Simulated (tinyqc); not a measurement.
Inside a calculation (part 1 of 2). Method: UHF in the sto-3g basis, for BH2, spin multiplicity 2. Computed by tinyqc, a small Python program that keeps every step (integrals from PySCF). Settings: charge = 0, multiplicity = 2, basis = sto-3g, energy threshold = 1e-08, iteration cap = 82, orthogonalisation = canonical, start = atomic densities, DIIS depth = 6, shift = 0.5, method = UHF. Command: `OMP_NUM_THREADS=1 python tinyqc.py 27067 27068 out.jsonl` (the two numbers bound the seeds that draw the settings). One thread of a shared host (Intel(R) Xeon(R) Processor @ 2.60GHz), about 0.2 s of CPU time with the checks. Later iterations appear only in the table of the cycle.

## One-electron integrals

Geometry (angstrom):
```
atom       x        y       z
B     0.0000   0.0000  0.0000
H     0.0000   1.5170  0.6160
H     0.0000  -1.5170  0.6160
```

Basis sto-3g: exponents (1/bohr^2) and contraction coefficients of normalised primitives:
```
element  l (shell)  exponent  coefficient
B            s (1)   48.7911       0.1543
B            s (1)    8.8874       0.5353
B            s (1)    2.4053       0.4446
B            s (2)    2.2370      -0.1000
B            s (2)    0.5198       0.3995
B            s (2)    0.1691       0.7001
B            p (3)    2.2370       0.1559
B            p (3)    0.5198       0.6077
B            p (3)    0.1691       0.3920
H            s (1)    3.4253       0.1543
H            s (1)    0.6239       0.5353
H            s (1)    0.1689       0.4446
```

Overlap, kinetic and nuclear-attraction integrals over the contracted functions; the nuclear repulsion is the sum of Za Zb / Rab.

nuclear repulsion = 3.406431 hartree

overlap S, order 1B 1s, 1B 2s, 1B 2px, 1B 2py, 1B 2pz, 2H 1s, 3H 1s:
$$\begin{pmatrix}
1.0000 & 0.2693 & 0.0000 & 0.0000 & 0.0000 & 0.0245 & 0.0245 \\
0.2693 & 1.0000 & 0.0000 & 0.0000 & 0.0000 & 0.2752 & 0.2752 \\
0.0000 & 0.0000 & 1.0000 & 0.0000 & 0.0000 & 0.0000 & 0.0000 \\
0.0000 & 0.0000 & 0.0000 & 1.0000 & 0.0000 & 0.3000 & -0.3000 \\
0.0000 & 0.0000 & 0.0000 & 0.0000 & 1.0000 & 0.1218 & 0.1218 \\
0.0245 & 0.2752 & 0.0000 & 0.3000 & 0.1218 & 1.0000 & 0.0170 \\
0.0245 & 0.2752 & 0.0000 & -0.3000 & 0.1218 & 0.0170 & 1.0000
\end{pmatrix}$$

kinetic energy T (hartree), order 1B 1s, 1B 2s, 1B 2px, 1B 2py, 1B 2pz, 2H 1s, 3H 1s:
$$\begin{pmatrix}
10.8263 & -0.0480 & 0.0000 & 0.0000 & 0.0000 & -0.0070 & -0.0070 \\
-0.0480 & 0.3592 & 0.0000 & 0.0000 & 0.0000 & 0.0141 & 0.0141 \\
0.0000 & 0.0000 & 1.1239 & 0.0000 & 0.0000 & 0.0000 & 0.0000 \\
0.0000 & 0.0000 & 0.0000 & 1.1239 & 0.0000 & 0.0648 & -0.0648 \\
0.0000 & 0.0000 & 0.0000 & 0.0000 & 1.1239 & 0.0263 & 0.0263 \\
-0.0070 & 0.0141 & 0.0000 & 0.0648 & 0.0263 & 0.7600 & -0.0063 \\
-0.0070 & 0.0141 & 0.0000 & -0.0648 & 0.0263 & -0.0063 & 0.7600
\end{pmatrix}$$

nuclear attraction V (hartree), order 1B 1s, 1B 2s, 1B 2px, 1B 2py, 1B 2pz, 2H 1s, 3H 1s:
$$\begin{pmatrix}
-23.7938 & -3.3135 & 0.0000 & 0.0000 & -0.0074 & -0.3031 & -0.3031 \\
-3.3135 & -4.4145 & 0.0000 & 0.0000 & -0.0731 & -0.9525 & -0.9525 \\
0.0000 & 0.0000 & -4.3430 & 0.0000 & 0.0000 & 0.0000 & 0.0000 \\
0.0000 & 0.0000 & 0.0000 & -4.4479 & 0.0000 & -0.9671 & 0.9671 \\
-0.0074 & -0.0731 & 0.0000 & 0.0000 & -4.3603 & -0.3995 & -0.3995 \\
-0.3031 & -0.9525 & 0.0000 & -0.9671 & -0.3995 & -3.0135 & -0.0594 \\
-0.3031 & -0.9525 & 0.0000 & 0.9671 & -0.3995 & -0.0594 & -3.0135
\end{pmatrix}$$

core Hamiltonian H = T + V (hartree), order 1B 1s, 1B 2s, 1B 2px, 1B 2py, 1B 2pz, 2H 1s, 3H 1s:
$$\begin{pmatrix}
-12.9675 & -3.3614 & 0.0000 & 0.0000 & -0.0074 & -0.3101 & -0.3101 \\
-3.3614 & -4.0553 & 0.0000 & 0.0000 & -0.0731 & -0.9384 & -0.9384 \\
0.0000 & 0.0000 & -3.2191 & 0.0000 & 0.0000 & 0.0000 & 0.0000 \\
0.0000 & 0.0000 & 0.0000 & -3.3241 & 0.0000 & -0.9023 & 0.9023 \\
-0.0074 & -0.0731 & 0.0000 & 0.0000 & -3.2364 & -0.3732 & -0.3732 \\
-0.3101 & -0.9384 & 0.0000 & -0.9023 & -0.3732 & -2.2534 & -0.0657 \\
-0.3101 & -0.9384 & 0.0000 & 0.9023 & -0.3732 & -0.0657 & -2.2534
\end{pmatrix}$$

## Two-electron integrals

Functions are numbered as in S; the eight-fold symmetry (ij|kl) = (ji|kl) = (kl|ij) leaves the list below.

Two-electron integrals (ij|kl) in chemists' order, unique and non-zero (hartree):
```
(11|11) 2.9235      (21|11) 0.5184      (21|21) 0.1093      (22|11) 0.7442
(22|21) 0.1932      (22|22) 0.5448      (31|31) 0.0203      (32|31) 0.0300
(32|32) 0.1203      (33|11) 0.7425      (33|21) 0.1932      (33|22) 0.5447
(33|33) 0.5868      (41|41) 0.0203      (42|41) 0.0300      (42|42) 0.1203
(43|43) 0.0316      (44|11) 0.7425      (44|21) 0.1932      (44|22) 0.5447
(44|33) 0.5235      (44|44) 0.5868      (51|51) 0.0203      (52|51) 0.0300
(52|52) 0.1203      (53|53) 0.0316      (54|54) 0.0316      (55|11) 0.7425
(55|21) 0.1932      (55|22) 0.5447      (55|33) 0.5235      (55|44) 0.5235
(55|55) 0.5868      (61|11) 0.0470      (61|21) 0.0099      (61|22) 0.0175
(61|33) 0.0175      (61|41) 0.0006      (61|42) 0.0012      (61|44) 0.0176
(61|51) 2.58e-04    (61|52) 4.81e-04    (61|54) 7.83e-05    (61|55) 0.0175
(61|61) 0.0009      (62|11) 0.1409      (62|21) 0.0373      (62|22) 0.1196
(62|33) 0.1160      (62|41) 0.0037      (62|42) 0.0250      (62|44) 0.1252
(62|51) 0.0015      (62|52) 0.0102      (62|54) 0.0037      (62|55) 0.1175
(62|61) 0.0036      (62|62) 0.0407      (63|31) 0.0033      (63|32) 0.0164
(63|43) 0.0044      (63|53) 0.0018      (63|63) 0.0038      (64|11) 0.1342
(64|21) 0.0359      (64|22) 0.1214      (64|33) 0.1153      (64|41) 0.0062
(64|42) 0.0388      (64|44) 0.1322      (64|51) 0.0012      (64|52) 0.0091
(64|54) 0.0051      (64|55) 0.1166      (64|61) 0.0036      (64|62) 0.0479
(64|64) 0.0590      (65|11) 0.0545      (65|21) 0.0146      (65|22) 0.0493
(65|33) 0.0468      (65|41) 0.0012      (65|42) 0.0091      (65|44) 0.0501
(65|51) 0.0038      (65|52) 0.0201      (65|54) 0.0057      (65|55) 0.0509
(65|61) 0.0015      (65|62) 0.0194      (65|64) 0.0224      (65|65) 0.0129
(66|11) 0.3224      (66|21) 0.0868      (66|22) 0.3158      (66|33) 0.2993
(66|41) 0.0089      (66|42) 0.0820      (66|44) 0.3413      (66|51) 0.0036
(66|52) 0.0333      (66|54) 0.0170      (66|55) 0.3062      (66|61) 0.0084
(66|62) 0.1485      (66|64) 0.1880      (66|65) 0.0763      (66|66) 0.7746
(71|11) 0.0470      (71|21) 0.0099      (71|22) 0.0175      (71|33) 0.0175
(71|41) -0.0006     (71|42) -0.0012     (71|44) 0.0176      (71|51) 2.58e-04
(71|52) 4.81e-04    (71|54) -7.83e-05   (71|55) 0.0175      (71|61) 0.0009
(71|62) 0.0033      (71|64) 0.0030      (71|65) 0.0013      (71|66) 0.0076
(71|71) 0.0009      (72|11) 0.1409      (72|21) 0.0373      (72|22) 0.1196
(72|33) 0.1160      (72|41) -0.0037     (72|42) -0.0250     (72|44) 0.1252
(72|51) 0.0015      (72|52) 0.0102      (72|54) -0.0037     (72|55) 0.1175
(72|61) 0.0033      (72|62) 0.0231      (72|64) 0.0213      (72|65) 0.0108
(72|66) 0.0615      (72|71) 0.0036      (72|72) 0.0407      (73|31) 0.0033
(73|32) 0.0164      (73|43) -0.0044     (73|53) 0.0018      (73|63) 0.0018
(73|73) 0.0038      (74|11) -0.1342     (74|21) -0.0359     (74|22) -0.1214
(74|33) -0.1153     (74|41) 0.0062      (74|42) 0.0388      (74|44) -0.1322
(74|51) -0.0012     (74|52) -0.0091     (74|54) 0.0051      (74|55) -0.1166
(74|61) -0.0030     (74|62) -0.0213     (74|64) -0.0187     (74|65) -0.0099
(74|66) -0.0570     (74|71) -0.0036     (74|72) -0.0479     (74|74) 0.0590
(75|11) 0.0545      (75|21) 0.0146      (75|22) 0.0493      (75|33) 0.0468
(75|41) -0.0012     (75|42) -0.0091     (75|44) 0.0501      (75|51) 0.0038
(75|52) 0.0201      (75|54) -0.0057     (75|55) 0.0509      (75|61) 0.0013
(75|62) 0.0108      (75|64) 0.0099      (75|65) 0.0068      (75|66) 0.0298
(75|71) 0.0015      (75|72) 0.0194      (75|74) -0.0224     (75|75) 0.0129
(76|11) 0.0092      (76|21) 0.0024      (76|22) 0.0077      (76|33) 0.0075
(76|44) 0.0077      (76|51) 1.89e-04    (76|52) 0.0012      (76|55) 0.0078
(76|61) 2.23e-04    (76|62) 0.0020      (76|64) 0.0021      (76|65) 0.0010
(76|66) 0.0060      (76|71) 2.23e-04    (76|72) 0.0020      (76|74) -0.0021
(76|75) 0.0010      (76|76) 1.33e-04    (77|11) 0.3224      (77|21) 0.0868
(77|22) 0.3158      (77|33) 0.2993      (77|41) -0.0089     (77|42) -0.0820
(77|44) 0.3413      (77|51) 0.0036      (77|52) 0.0333      (77|54) -0.0170
(77|55) 0.3062      (77|61) 0.0076      (77|62) 0.0615      (77|64) 0.0570
(77|65) 0.0298      (77|66) 0.1744      (77|71) 0.0084      (77|72) 0.1485
(77|74) -0.1880     (77|75) 0.0763      (77|76) 0.0060      (77|77) 0.7746
```

## Orthogonalisation

S = U s U^T; canonical form X = U s^(-1/2), so that X^T S X = 1. Each column of U has its largest component positive (the first on a tie).

eigenvalues of S: [0.5262, 0.5672, 0.8922, 1.0000, 1.0816, 1.4158, 1.5170]

X, order 1B 1s, 1B 2s, 1B 2px, 1B 2py, 1B 2pz, 2H 1s, 3H 1s:
$$\begin{pmatrix}
-0.4794 & 0.0000 & 0.6839 & 0.0000 & -0.5382 & 0.0000 & 0.3128 \\
0.9495 & 0.0000 & -0.2206 & 0.0000 & -0.2054 & 0.0000 & 0.5365 \\
0.0000 & 0.0000 & 0.0000 & 1.0000 & 0.0000 & 0.0000 & 0.0000 \\
0.0000 & 0.9295 & 0.0000 & 0.0000 & 0.0000 & 0.6002 & 0.0000 \\
0.2997 & 0.0000 & 0.6591 & 0.0000 & 0.6958 & 0.0000 & 0.1653 \\
-0.5828 & -0.6705 & -0.2915 & 0.0000 & 0.2329 & 0.4160 & 0.3509 \\
-0.5828 & 0.6705 & -0.2915 & 0.0000 & 0.2329 & -0.4160 & 0.3509
\end{pmatrix}$$

## Starting guess

The start is atomic minimal-basis densities projected into this basis (PySCF's MINAO start) and scaled to the electron count of each spin; this density is not idempotent, so its energy is not variational and may lie below the converged one.

D(alpha) at the start, order 1B 1s, 1B 2s, 1B 2px, 1B 2py, 1B 2pz, 2H 1s, 3H 1s:
$$\begin{pmatrix}
1.2420 & -0.3163 & 0.0000 & 0.0000 & 0.0047 & -0.0195 & -0.0195 \\
-0.3163 & 1.1831 & 0.0000 & 0.0000 & -0.0149 & 0.0721 & 0.0721 \\
0.0000 & 0.0000 & 0.1830 & 0.0000 & 0.0000 & 0.0000 & 0.0000 \\
0.0000 & 0.0000 & 0.0000 & 0.1596 & 0.0000 & 0.0301 & -0.0301 \\
0.0047 & -0.0149 & 0.0000 & 0.0000 & 0.1793 & 0.0112 & 0.0112 \\
-0.0195 & 0.0721 & 0.0000 & 0.0301 & 0.0112 & 0.5520 & 0.0065 \\
-0.0195 & 0.0721 & 0.0000 & -0.0301 & 0.0112 & 0.0065 & 0.5520
\end{pmatrix}$$

D(beta) at the start, order 1B 1s, 1B 2s, 1B 2px, 1B 2py, 1B 2pz, 2H 1s, 3H 1s:
$$\begin{pmatrix}
0.9315 & -0.2372 & 0.0000 & 0.0000 & 0.0035 & -0.0146 & -0.0146 \\
-0.2372 & 0.8873 & 0.0000 & 0.0000 & -0.0112 & 0.0541 & 0.0541 \\
0.0000 & 0.0000 & 0.1373 & 0.0000 & 0.0000 & 0.0000 & 0.0000 \\
0.0000 & 0.0000 & 0.0000 & 0.1197 & 0.0000 & 0.0226 & -0.0226 \\
0.0035 & -0.0112 & 0.0000 & 0.0000 & 0.1345 & 0.0084 & 0.0084 \\
-0.0146 & 0.0541 & 0.0000 & 0.0226 & 0.0084 & 0.4140 & 0.0049 \\
-0.0146 & 0.0541 & 0.0000 & -0.0226 & 0.0084 & 0.0049 & 0.4140
\end{pmatrix}$$

## Iteration 1: building the Fock matrix

J_ij = sum D_kl (ij|kl) with D = D(alpha) + D(beta), K_ij = sum D_kl (ik|jl) for each spin; F = H + J - K(s); E = tr D H + tr D J / 2 - 0.5 sum_s tr D(s) K(s) + E_nn.

Coulomb J (hartree), order 1B 1s, 1B 2s, 1B 2px, 1B 2py, 1B 2pz, 2H 1s, 3H 1s:
$$\begin{pmatrix}
8.7200 & 1.7761 & 0.0000 & 0.0000 & 0.0070 & 0.1613 & 0.1613 \\
1.7761 & 3.7270 & 0.0000 & 0.0000 & 0.0671 & 0.8483 & 0.8483 \\
0.0000 & 0.0000 & 3.6887 & 0.0000 & 0.0000 & 0.0000 & 0.0000 \\
0.0000 & 0.0000 & 0.0000 & 3.7756 & 0.0000 & 0.8765 & -0.8765 \\
0.0070 & 0.0671 & 0.0000 & 0.0000 & 3.7030 & 0.3625 & 0.3625 \\
0.1613 & 0.8483 & 0.0000 & 0.8765 & 0.3625 & 2.5429 & 0.0532 \\
0.1613 & 0.8483 & 0.0000 & -0.8765 & 0.3625 & 0.0532 & 2.5429
\end{pmatrix}$$

exchange K(alpha) (hartree), order 1B 1s, 1B 2s, 1B 2px, 1B 2py, 1B 2pz, 2H 1s, 3H 1s:
$$\begin{pmatrix}
3.4433 & 0.6245 & 0.0000 & 0.0000 & 0.0025 & 0.0627 & 0.0627 \\
0.6245 & 0.8012 & 0.0000 & 0.0000 & 0.0245 & 0.2620 & 0.2620 \\
0.0000 & 0.0000 & 0.2760 & 0.0000 & 0.0000 & 0.0000 & 0.0000 \\
0.0000 & 0.0000 & 0.0000 & 0.3454 & 0.0000 & 0.1742 & -0.1742 \\
0.0025 & 0.0245 & 0.0000 & 0.0000 & 0.2874 & 0.0721 & 0.0721 \\
0.0627 & 0.2620 & 0.0000 & 0.1742 & 0.0721 & 0.5209 & 0.0386 \\
0.0627 & 0.2620 & 0.0000 & -0.1742 & 0.0721 & 0.0386 & 0.5209
\end{pmatrix}$$

exchange K(beta) (hartree), order 1B 1s, 1B 2s, 1B 2px, 1B 2py, 1B 2pz, 2H 1s, 3H 1s:
$$\begin{pmatrix}
2.5825 & 0.4683 & 0.0000 & 0.0000 & 0.0019 & 0.0470 & 0.0470 \\
0.4683 & 0.6009 & 0.0000 & 0.0000 & 0.0184 & 0.1965 & 0.1965 \\
0.0000 & 0.0000 & 0.2070 & 0.0000 & 0.0000 & 0.0000 & 0.0000 \\
0.0000 & 0.0000 & 0.0000 & 0.2591 & 0.0000 & 0.1307 & -0.1307 \\
0.0019 & 0.0184 & 0.0000 & 0.0000 & 0.2156 & 0.0541 & 0.0541 \\
0.0470 & 0.1965 & 0.0000 & 0.1307 & 0.0541 & 0.3907 & 0.0290 \\
0.0470 & 0.1965 & 0.0000 & -0.1307 & 0.0541 & 0.0290 & 0.3907
\end{pmatrix}$$

F(alpha) (hartree), order 1B 1s, 1B 2s, 1B 2px, 1B 2py, 1B 2pz, 2H 1s, 3H 1s:
$$\begin{pmatrix}
-7.6908 & -2.2098 & 0.0000 & 0.0000 & -0.0029 & -0.2115 & -0.2115 \\
-2.2098 & -1.1295 & 0.0000 & 0.0000 & -0.0305 & -0.3521 & -0.3521 \\
0.0000 & 0.0000 & 0.1935 & 0.0000 & 0.0000 & 0.0000 & 0.0000 \\
0.0000 & 0.0000 & 0.0000 & 0.1061 & 0.0000 & -0.2001 & 0.2001 \\
-0.0029 & -0.0305 & 0.0000 & 0.0000 & 0.1791 & -0.0828 & -0.0828 \\
-0.2115 & -0.3521 & 0.0000 & -0.2001 & -0.0828 & -0.2315 & -0.0512 \\
-0.2115 & -0.3521 & 0.0000 & 0.2001 & -0.0828 & -0.0512 & -0.2315
\end{pmatrix}$$

F(beta) (hartree), order 1B 1s, 1B 2s, 1B 2px, 1B 2py, 1B 2pz, 2H 1s, 3H 1s:
$$\begin{pmatrix}
-6.8300 & -2.0537 & 0.0000 & 0.0000 & -0.0022 & -0.1959 & -0.1959 \\
-2.0537 & -0.9292 & 0.0000 & 0.0000 & -0.0244 & -0.2866 & -0.2866 \\
0.0000 & 0.0000 & 0.2625 & 0.0000 & 0.0000 & 0.0000 & 0.0000 \\
0.0000 & 0.0000 & 0.0000 & 0.1925 & 0.0000 & -0.1565 & 0.1565 \\
-0.0022 & -0.0244 & 0.0000 & 0.0000 & 0.2510 & -0.0648 & -0.0648 \\
-0.1959 & -0.2866 & 0.0000 & -0.1565 & -0.0648 & -0.1013 & -0.0415 \\
-0.1959 & -0.2866 & 0.0000 & 0.1565 & -0.0648 & -0.0415 & -0.1013
\end{pmatrix}$$

total energy of this density = -25.035036 hartree

This density is the starting one; it is not idempotent, so its energy is not variational and may lie below the converged one.

## Iteration 1: diagonalisation and new density

A level shift of 0.5 hartree raises the virtual space: F + shift (S - S D(s) S), with D(s) the density of one spin. Diagonalise F' = X^T F X, C = X C', fill 4 alpha and 3 beta electrons from the bottom; D(s) = C_occ C_occ^T. Each column has its largest component positive (the first on a tie).

F' = X^T F X (alpha) (hartree):
$$\begin{pmatrix}
-0.1199 & 0.0000 & 1.4683 & 0.0000 & -1.0616 & 0.0000 & 0.6586 \\
0.0000 & 0.8393 & 0.0000 & 0.0000 & 0.0000 & 0.2529 & 0.0000 \\
1.4683 & 0.0000 & -2.6825 & 0.0000 & 3.0173 & 0.0000 & -1.9628 \\
0.0000 & 0.0000 & 0.0000 & 0.6020 & 0.0000 & 0.0000 & 0.0000 \\
-1.0616 & 0.0000 & 3.0173 & 0.0000 & -2.3647 & 0.0000 & 2.2113 \\
0.0000 & 0.2529 & 0.0000 & 0.0000 & 0.0000 & -0.0010 & 0.0000 \\
0.6586 & 0.0000 & -1.9628 & 0.0000 & 2.2113 & 0.0000 & -2.3931
\end{pmatrix}$$

orbital energies (alpha) (hartree): MO1 -7.7731, MO2 -0.8042, MO3 -0.0713, MO4 0.3201, MO5 0.6020, MO6 0.6970, MO7 0.9096

coefficients C (alpha), order 1B 1s, 1B 2s, 1B 2px, 1B 2py, 1B 2pz, 2H 1s, 3H 1s:
$$\begin{pmatrix}
0.9938 & -0.2536 & 0.0000 & -0.1640 & 0.0000 & -0.0793 & 0.0000 \\
0.0225 & 0.8221 & 0.0000 & 0.6910 & 0.0000 & 0.3554 & 0.0000 \\
0.0000 & 0.0000 & 0.0000 & 0.0000 & 1.0000 & 0.0000 & 0.0000 \\
0.0000 & 0.0000 & 0.3295 & 0.0000 & 0.0000 & 0.0000 & 1.0562 \\
0.0010 & 0.0218 & 0.0000 & -0.3870 & 0.0000 & 0.9410 & 0.0000 \\
-0.0010 & 0.2614 & 0.5803 & -0.6043 & 0.0000 & -0.4104 & -0.5347 \\
-0.0010 & 0.2614 & -0.5803 & -0.6043 & 0.0000 & -0.4104 & 0.5347
\end{pmatrix}$$

F' = X^T F X (beta) (hartree):
$$\begin{pmatrix}
0.1446 & 0.0000 & 1.2415 & 0.0000 & -0.9146 & 0.0000 & 0.5977 \\
0.0000 & 0.9360 & 0.0000 & 0.0000 & 0.0000 & 0.2108 & 0.0000 \\
1.2415 & 0.0000 & -2.1793 & 0.0000 & 2.6796 & 0.0000 & -1.8111 \\
0.0000 & 0.0000 & 0.0000 & 0.6939 & 0.0000 & 0.0000 & 0.0000 \\
-0.9146 & 0.0000 & 2.6796 & 0.0000 & -1.9615 & 0.0000 & 2.0151 \\
0.0000 & 0.2108 & 0.0000 & 0.0000 & 0.0000 & 0.1846 & 0.0000 \\
0.5977 & 0.0000 & -1.8111 & 0.0000 & 2.0151 & 0.0000 & -1.9443
\end{pmatrix}$$

orbital energies (beta) (hartree): MO1 -6.7724, MO2 -0.4363, MO3 0.1295, MO4 0.4760, MO5 0.6939, MO6 0.7923, MO7 0.9911

coefficients C (beta), order 1B 1s, 1B 2s, 1B 2px, 1B 2py, 1B 2pz, 2H 1s, 3H 1s:
$$\begin{pmatrix}
0.9892 & -0.2617 & 0.0000 & -0.1710 & 0.0000 & -0.0940 & 0.0000 \\
0.0384 & 0.8070 & 0.0000 & 0.6838 & 0.0000 & 0.3997 & 0.0000 \\
0.0000 & 0.0000 & 0.0000 & 0.0000 & 1.0000 & 0.0000 & 0.0000 \\
0.0000 & 0.0000 & 0.3457 & 0.0000 & 0.0000 & 0.0000 & 1.0510 \\
0.0015 & 0.0242 & 0.0000 & -0.4405 & 0.0000 & 0.9171 & 0.0000 \\
-0.0037 & 0.2745 & 0.5720 & -0.5746 & 0.0000 & -0.4432 & -0.5436 \\
-0.0037 & 0.2745 & -0.5720 & -0.5746 & 0.0000 & -0.4432 & 0.5436
\end{pmatrix}$$

D(alpha) after iteration 1, order 1B 1s, 1B 2s, 1B 2px, 1B 2py, 1B 2pz, 2H 1s, 3H 1s:
$$\begin{pmatrix}
1.0788 & -0.2995 & 0.0000 & 0.0000 & 0.0589 & 0.0318 & 0.0318 \\
-0.2995 & 1.1538 & 0.0000 & 0.0000 & -0.2495 & -0.2028 & -0.2028 \\
0.0000 & 0.0000 & 0.0000 & 0.0000 & 0.0000 & 0.0000 & 0.0000 \\
0.0000 & 0.0000 & 0.0000 & 0.1086 & 0.0000 & 0.1912 & -0.1912 \\
0.0589 & -0.2495 & 0.0000 & 0.0000 & 0.1502 & 0.2396 & 0.2396 \\
0.0318 & -0.2028 & 0.0000 & 0.1912 & 0.2396 & 0.7702 & 0.0969 \\
0.0318 & -0.2028 & 0.0000 & -0.1912 & 0.2396 & 0.0969 & 0.7702
\end{pmatrix}$$

D(beta) after iteration 1, order 1B 1s, 1B 2s, 1B 2px, 1B 2py, 1B 2pz, 2H 1s, 3H 1s:
$$\begin{pmatrix}
1.0470 & -0.1732 & 0.0000 & 0.0000 & -0.0048 & -0.0755 & -0.0755 \\
-0.1732 & 0.6528 & 0.0000 & 0.0000 & 0.0196 & 0.2214 & 0.2214 \\
0.0000 & 0.0000 & 0.0000 & 0.0000 & 0.0000 & 0.0000 & 0.0000 \\
0.0000 & 0.0000 & 0.0000 & 0.1195 & 0.0000 & 0.1977 & -0.1977 \\
-0.0048 & 0.0196 & 0.0000 & 0.0000 & 0.0006 & 0.0066 & 0.0066 \\
-0.0755 & 0.2214 & 0.0000 & 0.1977 & 0.0066 & 0.4026 & -0.2518 \\
-0.0755 & 0.2214 & 0.0000 & -0.1977 & 0.0066 & -0.2518 & 0.4026
\end{pmatrix}$$
